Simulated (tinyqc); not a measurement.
CIS on RHF in the sto-6g basis, for H2F+, spin multiplicity 1, step by step (part 1 of 2). Computed by tinyqc, a small Python program that keeps every step (integrals from PySCF). Settings: charge = 1, multiplicity = 1, basis = sto-6g, method = RHF, energy threshold = 1e-10, iteration cap = 82, orthogonalisation = symmetric, start = atomic densities, DIIS depth = 6. Command: `OMP_NUM_THREADS=1 python tinyqc.py 31259 31260 out.jsonl` (the two numbers bound the seeds that draw the settings). One thread of a shared host (Intel(R) Xeon(R) Processor @ 2.60GHz), about 0.1 s of CPU time with the checks. The early iterations of the SCF are left out here.

## One-electron integrals

Geometry (angstrom):
```
atom       x        y       z
F     0.0000   0.0000  0.0000
H     0.0000   0.8960  0.5460
H     0.0000  -0.8450  0.5150
```

Basis sto-6g: exponents (1/bohr^2) and contraction coefficients of normalised primitives:
```
element  l (shell)   exponent  coefficient
F            s (1)  1728.6266       0.0092
F            s (1)   316.9418       0.0494
F            s (1)    88.6689       0.1685
F            s (1)    30.4602       0.3706
F            s (1)    11.8286       0.4165
F            s (1)     4.8717       0.1303
F            s (2)    67.0323      -0.0133
F            s (2)    13.2674      -0.0470
F            s (2)     4.1235      -0.0338
F            s (2)     1.5865       0.2502
F            s (2)     0.6890       0.5951
F            s (2)     0.3158       0.2407
F            p (3)    67.0323       0.0038
F            p (3)    13.2674       0.0377
F            p (3)     4.1235       0.1739
F            p (3)     1.5865       0.4180
F            p (3)     0.6890       0.4259
F            p (3)     0.3158       0.1017
H            s (1)    35.5232       0.0092
H            s (1)     6.5131       0.0494
H            s (1)     1.8221       0.1685
H            s (1)     0.6260       0.3706
H            s (1)     0.2431       0.4165
H            s (1)     0.1001       0.1303
```

Overlap, kinetic and nuclear-attraction integrals over the contracted functions; the nuclear repulsion is the sum of Za Zb / Rab.

nuclear repulsion = 9.655725 hartree

overlap S, order 1F 1s, 1F 2s, 1F 2px, 1F 2py, 1F 2pz, 2H 1s, 3H 1s:
$$\begin{pmatrix}
1.0000 & 0.2325 & 0.0000 & 0.0000 & 0.0000 & 0.0373 & 0.0428 \\
0.2325 & 1.0000 & 0.0000 & 0.0000 & 0.0000 & 0.3684 & 0.4047 \\
0.0000 & 0.0000 & 1.0000 & 0.0000 & 0.0000 & 0.0000 & 0.0000 \\
0.0000 & 0.0000 & 0.0000 & 1.0000 & 0.0000 & 0.2566 & -0.2752 \\
0.0000 & 0.0000 & 0.0000 & 0.0000 & 1.0000 & 0.1563 & 0.1678 \\
0.0373 & 0.3684 & 0.0000 & 0.2566 & 0.1563 & 1.0000 & 0.1797 \\
0.0428 & 0.4047 & 0.0000 & -0.2752 & 0.1678 & 0.1797 & 1.0000
\end{pmatrix}$$

kinetic energy T (hartree), order 1F 1s, 1F 2s, 1F 2px, 1F 2py, 1F 2pz, 2H 1s, 3H 1s:
$$\begin{pmatrix}
37.3977 & -1.1433 & 0.0000 & 0.0000 & 0.0000 & -0.0044 & -0.0032 \\
-1.1433 & 1.0823 & 0.0000 & 0.0000 & 0.0000 & 0.0679 & 0.0920 \\
0.0000 & 0.0000 & 3.2513 & 0.0000 & 0.0000 & 0.0000 & 0.0000 \\
0.0000 & 0.0000 & 0.0000 & 3.2513 & 0.0000 & 0.1508 & -0.1842 \\
0.0000 & 0.0000 & 0.0000 & 0.0000 & 3.2513 & 0.0919 & 0.1123 \\
-0.0044 & 0.0679 & 0.0000 & 0.1508 & 0.0919 & 0.7685 & -0.0061 \\
-0.0032 & 0.0920 & 0.0000 & -0.1842 & 0.1123 & -0.0061 & 0.7685
\end{pmatrix}$$

nuclear attraction V (hartree), order 1F 1s, 1F 2s, 1F 2px, 1F 2py, 1F 2pz, 2H 1s, 3H 1s:
$$\begin{pmatrix}
-78.8615 & -8.1073 & 0.0000 & 0.0013 & -0.0134 & -1.4901 & -1.7124 \\
-8.1073 & -12.5104 & 0.0000 & 0.0137 & -0.1553 & -3.4488 & -3.8542 \\
0.0000 & 0.0000 & -12.4495 & 0.0000 & 0.0000 & 0.0000 & 0.0000 \\
0.0013 & 0.0137 & 0.0000 & -12.5816 & 0.0061 & -2.0874 & 2.2953 \\
-0.0134 & -0.1553 & 0.0000 & 0.0061 & -12.4985 & -1.3126 & -1.4406 \\
-1.4901 & -3.4488 & 0.0000 & -2.0874 & -1.3126 & -5.9672 & -1.2465 \\
-1.7124 & -3.8542 & 0.0000 & 2.2953 & -1.4406 & -1.2465 & -6.2012
\end{pmatrix}$$

core Hamiltonian H = T + V (hartree), order 1F 1s, 1F 2s, 1F 2px, 1F 2py, 1F 2pz, 2H 1s, 3H 1s:
$$\begin{pmatrix}
-41.4638 & -9.2506 & 0.0000 & 0.0013 & -0.0134 & -1.4945 & -1.7156 \\
-9.2506 & -11.4281 & 0.0000 & 0.0137 & -0.1553 & -3.3808 & -3.7622 \\
0.0000 & 0.0000 & -9.1981 & 0.0000 & 0.0000 & 0.0000 & 0.0000 \\
0.0013 & 0.0137 & 0.0000 & -9.3303 & 0.0061 & -1.9366 & 2.1111 \\
-0.0134 & -0.1553 & 0.0000 & 0.0061 & -9.2472 & -1.2207 & -1.3284 \\
-1.4945 & -3.3808 & 0.0000 & -1.9366 & -1.2207 & -5.1987 & -1.2526 \\
-1.7156 & -3.7622 & 0.0000 & 2.1111 & -1.3284 & -1.2526 & -5.4327
\end{pmatrix}$$

## Two-electron integrals

Functions are numbered as in S; the eight-fold symmetry (ij|kl) = (ji|kl) = (kl|ij) leaves the list below.

Two-electron integrals (ij|kl) in chemists' order, unique and non-zero (hartree):
```
(11|11) 5.4062      (21|11) 0.7681      (21|21) 0.1389      (22|11) 1.2663
(22|21) 0.2840      (22|22) 0.9264      (31|31) 0.0295      (32|31) 0.0447
(32|32) 0.2048      (33|11) 1.2663      (33|21) 0.2840      (33|22) 0.9264
(33|33) 0.9981      (41|41) 0.0295      (42|41) 0.0447      (42|42) 0.2048
(43|43) 0.0538      (44|11) 1.2663      (44|21) 0.2840      (44|22) 0.9264
(44|33) 0.8905      (44|44) 0.9981      (51|51) 0.0295      (52|51) 0.0447
(52|52) 0.2048      (53|53) 0.0538      (54|54) 0.0538      (55|11) 1.2663
(55|21) 0.2840      (55|22) 0.9264      (55|33) 0.8905      (55|44) 0.8905
(55|55) 0.9981      (61|11) 0.1314      (61|21) 0.0228      (61|22) 0.0456
(61|33) 0.0455      (61|41) 0.0008      (61|42) 0.0017      (61|44) 0.0457
(61|51) 0.0005      (61|52) 0.0010      (61|54) 1.03e-04    (61|55) 0.0456
(61|61) 0.0038      (62|11) 0.3323      (62|21) 0.0756      (62|22) 0.2752
(62|33) 0.2713      (62|41) 0.0047      (62|42) 0.0353      (62|44) 0.2799
(62|51) 0.0029      (62|52) 0.0215      (62|54) 0.0052      (62|55) 0.2745
(62|61) 0.0124      (62|62) 0.1012      (63|31) 0.0084      (63|32) 0.0481
(63|43) 0.0074      (63|53) 0.0045      (63|63) 0.0148      (64|11) 0.1929
(64|21) 0.0445      (64|22) 0.1733      (64|33) 0.1659      (64|41) 0.0108
(64|42) 0.0691      (64|44) 0.1860      (64|51) 0.0015      (64|52) 0.0128
(64|54) 0.0077      (64|55) 0.1679      (64|61) 0.0076      (64|62) 0.0782
(64|64) 0.0748      (65|11) 0.1176      (65|21) 0.0271      (65|22) 0.1056
(65|33) 0.1011      (65|41) 0.0015      (65|42) 0.0128      (65|44) 0.1043
(65|51) 0.0093      (65|52) 0.0559      (65|54) 0.0093      (65|55) 0.1113
(65|61) 0.0046      (65|62) 0.0476      (65|64) 0.0365      (65|65) 0.0371
(66|11) 0.4912      (66|21) 0.1139      (66|22) 0.4766      (66|33) 0.4606
(66|41) 0.0089      (66|42) 0.0933      (66|44) 0.4956      (66|51) 0.0054
(66|52) 0.0569      (66|54) 0.0213      (66|55) 0.4736      (66|61) 0.0188
(66|62) 0.2265      (66|64) 0.2030      (66|65) 0.1237      (66|66) 0.7750
(71|11) 0.1510      (71|21) 0.0262      (71|22) 0.0523      (71|33) 0.0522
(71|41) -0.0010     (71|42) -0.0019     (71|44) 0.0524      (71|51) 0.0006
(71|52) 0.0012      (71|54) -1.20e-04   (71|55) 0.0523      (71|61) 0.0043
(71|62) 0.0138      (71|64) 0.0078      (71|65) 0.0052      (71|66) 0.0207
(71|71) 0.0050      (72|11) 0.3714      (72|21) 0.0845      (72|22) 0.3062
(72|33) 0.3019      (72|41) -0.0052     (72|42) -0.0388     (72|44) 0.3113
(72|51) 0.0032      (72|52) 0.0237      (72|54) -0.0057     (72|55) 0.3054
(72|61) 0.0134      (72|62) 0.0906      (72|64) 0.0484      (72|65) 0.0412
(72|66) 0.1632      (72|71) 0.0159      (72|72) 0.1236      (73|31) 0.0095
(73|32) 0.0540      (73|43) -0.0082     (73|53) 0.0050      (73|63) 0.0130
(73|73) 0.0184      (74|11) -0.2114     (74|21) -0.0488     (74|22) -0.1890
(74|33) -0.1809     (74|41) 0.0122      (74|42) 0.0769      (74|44) -0.2030
(74|51) -0.0016     (74|52) -0.0139     (74|54) 0.0085      (74|55) -0.1830
(74|61) -0.0074     (74|62) -0.0470     (74|64) -0.0126     (74|65) -0.0210
(74|66) -0.0766     (74|71) -0.0096     (74|72) -0.0937     (74|74) 0.0890
(75|11) 0.1288      (75|21) 0.0297      (75|22) 0.1152      (75|33) 0.1102
(75|41) -0.0016     (75|42) -0.0139     (75|44) 0.1138      (75|51) 0.0105
(75|52) 0.0625      (75|54) -0.0103     (75|55) 0.1215      (75|61) 0.0049
(75|62) 0.0407      (75|64) 0.0212      (75|65) 0.0312      (75|66) 0.0806
(75|71) 0.0059      (75|72) 0.0571      (75|74) -0.0430     (75|75) 0.0446
(76|11) 0.1144      (76|21) 0.0263      (76|22) 0.1038      (76|33) 0.1021
(76|41) 3.26e-05    (76|42) 3.67e-04    (76|44) 0.1041      (76|51) 0.0016
(76|52) 0.0144      (76|54) 7.30e-05    (76|55) 0.1053      (76|61) 0.0043
(76|62) 0.0379      (76|64) 0.0257      (76|65) 0.0203      (76|66) 0.0898
(76|71) 0.0049      (76|72) 0.0414      (76|74) -0.0272     (76|75) 0.0219
(76|76) 0.0173      (77|11) 0.5171      (77|21) 0.1198      (77|22) 0.4984
(77|33) 0.4813      (77|41) -0.0096     (77|42) -0.0992     (77|44) 0.5187
(77|51) 0.0059      (77|52) 0.0605      (77|54) -0.0228     (77|55) 0.4952
(77|61) 0.0190      (77|62) 0.1531      (77|64) 0.0737      (77|65) 0.0769
(77|66) 0.3013      (77|71) 0.0228      (77|72) 0.2559      (77|74) -0.2250
(77|75) 0.1371      (77|76) 0.0898      (77|77) 0.7750
```

## Orthogonalisation

S = U s U^T; symmetric (Loewdin) form X = U s^(-1/2) U^T, so that X^T S X = 1.

eigenvalues of S: [0.4529, 0.5292, 0.9077, 1.0000, 1.0771, 1.2960, 1.7371]

X, order 1F 1s, 1F 2s, 1F 2px, 1F 2py, 1F 2pz, 2H 1s, 3H 1s:
$$\begin{pmatrix}
1.0226 & -0.1330 & 0.0000 & 0.0007 & -0.0052 & 0.0159 & 0.0175 \\
-0.1330 & 1.1535 & 0.0000 & -0.0100 & 0.0543 & -0.2009 & -0.2330 \\
0.0000 & 0.0000 & 1.0000 & 0.0000 & 0.0000 & 0.0000 & 0.0000 \\
0.0007 & -0.0100 & 0.0000 & 1.0718 & -0.0036 & -0.1657 & 0.1815 \\
-0.0052 & 0.0543 & 0.0000 & -0.0036 & 1.0223 & -0.0840 & -0.0948 \\
0.0159 & -0.2009 & 0.0000 & -0.1657 & -0.0840 & 1.1083 & -0.0691 \\
0.0175 & -0.2330 & 0.0000 & 0.1815 & -0.0948 & -0.0691 & 1.1324
\end{pmatrix}$$

## Iteration 8 (converged): orbitals

converged F (hartree), order 1F 1s, 1F 2s, 1F 2px, 1F 2py, 1F 2pz, 2H 1s, 3H 1s:
$$\begin{pmatrix}
-26.9329 & -6.5240 & 0.0000 & 0.0014 & -0.0217 & -1.0557 & -1.2111 \\
-6.5240 & -3.4881 & 0.0000 & 0.0123 & -0.1052 & -1.0936 & -1.2120 \\
0.0000 & 0.0000 & -1.0338 & 0.0000 & 0.0000 & 0.0000 & 0.0000 \\
0.0014 & 0.0123 & 0.0000 & -0.9797 & 0.0074 & -0.5191 & 0.5539 \\
-0.0217 & -0.1052 & 0.0000 & 0.0074 & -1.0009 & -0.3690 & -0.3910 \\
-1.0557 & -1.0936 & 0.0000 & -0.5191 & -0.3690 & -0.7891 & -0.3403 \\
-1.2111 & -1.2120 & 0.0000 & 0.5539 & -0.3910 & -0.3403 & -0.8608
\end{pmatrix}$$

Diagonalise F' = X^T F X, C = X C', fill 5 alpha and 5 beta electrons from the bottom; D = 2 C_occ C_occ^T. Each column has its largest component positive (the first on a tie).

F' = X^T F X (hartree):
$$\begin{pmatrix}
-26.5165 & -3.2063 & 0.0000 & 0.0020 & -0.0336 & -0.1484 & -0.1865 \\
-3.2063 & -2.1975 & 0.0000 & -0.0082 & 0.0351 & -0.4466 & -0.5048 \\
0.0000 & 0.0000 & -1.0338 & 0.0000 & 0.0000 & 0.0000 & 0.0000 \\
0.0020 & -0.0082 & 0.0000 & -0.7551 & -0.0018 & -0.4205 & 0.4483 \\
-0.0336 & 0.0351 & 0.0000 & -0.0018 & -0.9240 & -0.2513 & -0.2706 \\
-0.1484 & -0.4466 & 0.0000 & -0.4205 & -0.2513 & -0.3774 & -0.0734 \\
-0.1865 & -0.5048 & 0.0000 & 0.4483 & -0.2706 & -0.0734 & -0.3672
\end{pmatrix}$$

orbital energies (hartree): MO1 -26.9361, MO2 -2.0464, MO3 -1.1823, MO4 -1.0594, MO5 -1.0338, MO6 -0.0473, MO7 0.1338

coefficients C, order 1F 1s, 1F 2s, 1F 2px, 1F 2py, 1F 2pz, 2H 1s, 3H 1s:
$$\begin{pmatrix}
0.9971 & -0.2380 & -0.0079 & 0.0574 & 0.0000 & 0.0963 & 0.0199 \\
0.0131 & 0.9514 & 0.0446 & -0.3092 & 0.0000 & -0.6492 & -0.1472 \\
0.0000 & 0.0000 & 0.0000 & 0.0000 & 1.0000 & 0.0000 & 0.0000 \\
-0.0002 & -0.0110 & 0.7388 & 0.0410 & 0.0000 & -0.1188 & 0.8047 \\
0.0016 & 0.0982 & -0.0424 & 0.8886 & 0.0000 & -0.5042 & -0.0937 \\
-0.0022 & 0.0737 & 0.3268 & 0.2190 & 0.0000 & 0.8553 & -0.6454 \\
-0.0026 & 0.0846 & -0.3473 & 0.1832 & 0.0000 & 0.6183 & 0.9165
\end{pmatrix}$$

D after iteration 8, order 1F 1s, 1F 2s, 1F 2px, 1F 2py, 1F 2pz, 2H 1s, 3H 1s:
$$\begin{pmatrix}
2.1084 & -0.4631 & 0.0000 & -0.0022 & 0.0592 & -0.0196 & -0.0189 \\
-0.4631 & 2.0058 & 0.0000 & 0.0196 & -0.3664 & 0.0338 & 0.0167 \\
0.0000 & 0.0000 & 2.0000 & 0.0000 & 0.0000 & 0.0000 & 0.0000 \\
-0.0022 & 0.0196 & 0.0000 & 1.0952 & 0.0082 & 0.4992 & -0.4999 \\
0.0592 & -0.3664 & 0.0000 & 0.0082 & 1.6022 & 0.3760 & 0.3716 \\
-0.0196 & 0.0338 & 0.0000 & 0.4992 & 0.3760 & 0.3203 & -0.1342 \\
-0.0189 & 0.0167 & 0.0000 & -0.4999 & 0.3716 & -0.1342 & 0.3226
\end{pmatrix}$$

## Convergence

Stop when the energy changes by less than 1e-10 hartree and every element of the error matrix X^T (F D S - S D F) X is below 3e-06.

Course of the cycle:
```
iteration  E (hartree)     change  largest element of the error matrix
1           -94.944626          -                             1.13e+00
2           -99.680260  -4.74e+00                             2.94e-01
3           -99.780491  -1.00e-01                             2.43e-02
4           -99.781329  -8.39e-04                             6.51e-03
5           -99.781359  -2.92e-05                             1.43e-04
6           -99.781359  -2.65e-08                             6.25e-05
7           -99.781359  -6.37e-09                             5.33e-06
8           -99.781359  -2.12e-11                             1.06e-06
```

PySCF RHF in the same basis = -99.781359 hartree

Converged in 8 iterations.

## Integrals over molecular orbitals

(pq|rs) = sum C_ip C_jq C_kr C_ls (ij|kl), one index at a time.

one-electron integrals over orbitals h = C^T H C (hartree):
$$\begin{pmatrix}
-41.4503 & 0.7043 & 0.0233 & -0.1621 & 0.0000 & -0.2879 & -0.0600 \\
0.7043 & -9.7038 & -0.0342 & 0.3336 & 0.0000 & 1.3539 & 0.2909 \\
0.0233 & -0.0342 & -8.0597 & 0.0606 & 0.0000 & 0.3349 & -2.1667 \\
-0.1621 & 0.3336 & 0.0606 & -8.7673 & 0.0000 & 1.3299 & 0.0860 \\
0.0000 & 0.0000 & 0.0000 & 0.0000 & -9.1981 & 0.0000 & 0.0000 \\
-0.2879 & 1.3539 & 0.3349 & 1.3299 & 0.0000 & -5.5404 & 0.0289 \\
-0.0600 & 0.2909 & -2.1667 & 0.0860 & 0.0000 & 0.0289 & -6.0338
\end{pmatrix}$$

Two-electron integrals over orbitals (pq|rs), unique and non-zero (hartree):
```
(11|11) 5.3812      (21|11) -0.5175     (21|21) 0.0806      (22|11) 1.2238
(22|21) -0.0211     (22|22) 0.8629      (31|11) -0.0178     (31|21) 0.0024
(31|22) -0.0020     (31|31) 0.0177      (32|11) 0.0108      (32|21) -0.0012
(32|22) -0.0035     (32|31) 0.0255      (32|32) 0.1573      (33|11) 0.9848
(33|21) -0.0077     (33|22) 0.7572      (33|31) 0.0008      (33|32) 0.0044
(33|33) 0.7337      (41|11) 0.1272      (41|21) -0.0171     (41|22) 0.0132
(41|31) -0.0009     (41|32) -6.46e-05   (41|33) 0.0043      (41|41) 0.0294
(42|11) -0.0916     (42|21) 0.0080      (42|22) 0.0016      (42|31) -3.51e-05
(42|32) -0.0010     (42|33) -0.0058     (42|41) 0.0308      (42|42) 0.1625
(43|11) -0.0128     (43|21) 0.0005      (43|22) -0.0053     (43|31) -0.0034
(43|32) 0.0065      (43|33) -0.0055     (43|41) 0.0012      (43|42) 0.0065
(43|43) 0.0478      (44|11) 1.1709      (44|21) -0.0139     (44|22) 0.8239
(44|31) -1.42e-04   (44|32) 0.0072      (44|33) 0.7150      (44|41) -0.0108
(44|42) -0.0870     (44|43) -0.0077     (44|44) 0.9009      (51|51) 0.0304
(52|51) 0.0391      (52|52) 0.1826      (53|51) 0.0013      (53|52) 0.0045
(53|53) 0.0382      (54|51) -0.0089     (54|52) -0.0323     (54|53) -0.0015
(54|54) 0.0542      (55|11) 1.2660      (55|21) -0.0135     (55|22) 0.8838
(55|31) -4.49e-04   (55|32) 0.0053      (55|33) 0.7454      (55|41) 0.0032
(55|42) -0.0482     (55|43) -0.0073     (55|44) 0.8406      (55|55) 0.9981
(61|11) 0.2217      (61|21) -0.0362     (61|22) 0.0055      (61|31) -0.0032
(61|32) -0.0026     (61|33) 0.0021      (61|41) -0.0045     (61|42) -0.0184
(61|43) -3.47e-04   (61|44) 0.0123      (61|55) 0.0054      (61|61) 0.0224
(62|11) -0.2927     (62|21) 0.0084      (62|22) -0.1427     (62|31) -0.0017
(62|32) -0.0112     (62|33) -0.0884     (62|41) -0.0170     (62|42) -0.0410
(62|43) 0.0032      (62|44) -0.1054     (62|55) -0.1486     (62|61) 0.0037
(62|62) 0.0740      (63|11) -0.0639     (63|21) 0.0013      (63|22) -0.0338
(63|31) -0.0039     (63|32) 0.0258      (63|33) -0.0280     (63|41) -1.32e-04
(63|42) 0.0082      (63|43) 0.0180      (63|44) -0.0280     (63|55) -0.0358
(63|61) -1.53e-04   (63|62) 0.0132      (63|63) 0.0711      (64|11) -0.2537
(64|21) 0.0027      (64|22) -0.1368     (64|31) 0.0012      (64|32) 0.0080
(64|33) -0.0802     (64|41) -0.0065     (64|42) 0.0039      (64|43) 0.0031
(64|44) -0.1438     (64|55) -0.1399     (64|61) 0.0015      (64|62) 0.0584
(64|63) 0.0219      (64|64) 0.0704      (65|51) -0.0137     (65|52) -0.0523
(65|53) -0.0048     (65|54) -0.0074     (65|65) 0.0254      (66|11) 0.6880
(66|21) -0.0058     (66|22) 0.5643      (66|31) 0.0022      (66|32) 0.0271
(66|33) 0.5506      (66|41) 0.0154      (66|42) 0.0656      (66|43) 0.0167
(66|44) 0.5338      (66|55) 0.5415      (66|61) -0.0045     (66|62) -0.0495
(66|63) 0.0250      (66|64) -0.0205     (66|66) 0.5585      (71|11) 0.0465
(71|21) -0.0078     (71|22) 4.32e-04    (71|31) 0.0173      (71|32) 0.0244
(71|33) 0.0017      (71|41) 4.07e-04    (71|42) -0.0020     (71|43) -0.0036
(71|44) 0.0019      (71|55) 0.0011      (71|61) 0.0018      (71|62) -0.0022
(71|63) -0.0038     (71|64) 0.0011      (71|66) 0.0024      (71|71) 0.0182
(72|11) -0.0640     (72|21) 0.0017      (72|22) -0.0316     (72|31) 0.0175
(72|32) 0.0650      (72|33) -0.0139     (72|41) -0.0020     (72|42) -0.0015
(72|43) -0.0212     (72|44) -0.0258     (72|55) -0.0316     (72|61) -0.0022
(72|62) 0.0058      (72|63) -0.0240     (72|64) 0.0122      (72|66) -0.0113
(72|71) 0.0166      (72|72) 0.0580      (73|11) 0.4233      (73|21) -0.0080
(73|22) 0.2071      (73|31) -1.37e-04   (73|32) 0.0134      (73|33) 0.1609
(73|41) -0.0012     (73|42) -0.0540     (73|43) -0.0012     (73|44) 0.2026
(73|55) 0.2286      (73|61) 0.0048      (73|62) -0.0696     (73|63) -0.0106
(73|64) -0.0782     (73|66) 0.0235      (73|71) 0.0009      (73|72) -0.0186
(73|73) 0.1592      (74|11) -0.0170     (74|21) 5.33e-05    (74|22) -0.0077
(74|31) -0.0071     (74|32) -0.0528     (74|33) -0.0056     (74|41) -0.0019
(74|42) -0.0061     (74|43) 0.0101      (74|44) -0.0096     (74|55) -0.0088
(74|61) 0.0018      (74|62) 0.0087      (74|63) -0.0383     (74|64) -0.0027
(74|66) -0.0220     (74|71) -0.0069     (74|72) -0.0101     (74|73) -0.0132
(74|74) 0.0456      (75|51) -0.0028     (75|52) -0.0108     (75|53) 0.0251
(75|54) 4.93e-04    (75|65) 0.0016      (75|75) 0.0205      (76|11) -0.0056
(76|21) 1.51e-04    (76|22) 0.0026      (76|31) -0.0097     (76|32) -0.0911
(76|33) -0.0030     (76|41) 0.0018      (76|42) 0.0061      (76|43) -0.0432
(76|44) -0.0081     (76|55) -0.0024     (76|61) 3.35e-04    (76|62) -0.0016
(76|63) -0.0794     (76|64) -0.0152     (76|66) -0.0493     (76|71) -0.0094
(76|72) 0.0044      (76|73) -0.0215     (76|74) 0.0531      (76|76) 0.1474
(77|11) 0.8046      (77|21) -0.0076     (77|22) 0.6175      (77|31) -0.0041
(77|32) -0.0335     (77|33) 0.6159      (77|41) 0.0032      (77|42) 0.0066
(77|43) -0.0140     (77|44) 0.5927      (77|55) 0.6038      (77|61) 0.0029
(77|62) -0.0465     (77|63) -0.0385     (77|64) -0.0360     (77|66) 0.5208
(77|71) -0.0031     (77|72) -0.0096     (77|73) 0.0661      (77|74) 0.0178
(77|76) 0.0454      (77|77) 0.5946
```

## CIS matrix, singlets

A(ia,jb) = (e_a - e_i) d_ij d_ab + 2 (ia|jb) - (ij|ab).

CIS matrix A, singlet (hartree):
```
         1>6      1>7      2>6      2>7      3>6      3>7      4>6      4>7
1>6  26.2455   0.0092   0.0131  -0.0046  -0.0025   0.0192  -0.0123   0.0017
1>7   0.0092  26.3017  -0.0045   0.0408   0.0020   0.0060   0.0004  -0.0170
2>6   0.0131  -0.0045   1.5829   0.0090  -0.0007  -0.0481   0.0511   0.0113
2>7  -0.0046   0.0408   0.0090   1.6787   0.0432  -0.0038   0.0183  -0.0269
3>6  -0.0025   0.0020  -0.0007   0.0432   0.7266  -0.0183   0.0271  -0.0333
3>7   0.0192   0.0060  -0.0481  -0.0038  -0.0183   1.0185  -0.1133  -0.0124
4>6  -0.0123   0.0004   0.0511   0.0183   0.0271  -0.1133   0.6190   0.0027
4>7   0.0017  -0.0170   0.0113  -0.0269  -0.0333  -0.0124   0.0027   0.6916
5>6   0.0000   0.0000   0.0000   0.0000   0.0000   0.0000   0.0000   0.0000
5>7   0.0000   0.0000   0.0000   0.0000   0.0000   0.0000   0.0000   0.0000

        5>6     5>7
1>6  0.0000  0.0000
1>7  0.0000  0.0000
2>6  0.0000  0.0000
2>7  0.0000  0.0000
3>6  0.0000  0.0000
3>7  0.0000  0.0000
4>6  0.0000  0.0000
4>7  0.0000  0.0000
5>6  0.4959  0.0056
5>7  0.0056  0.6048
```
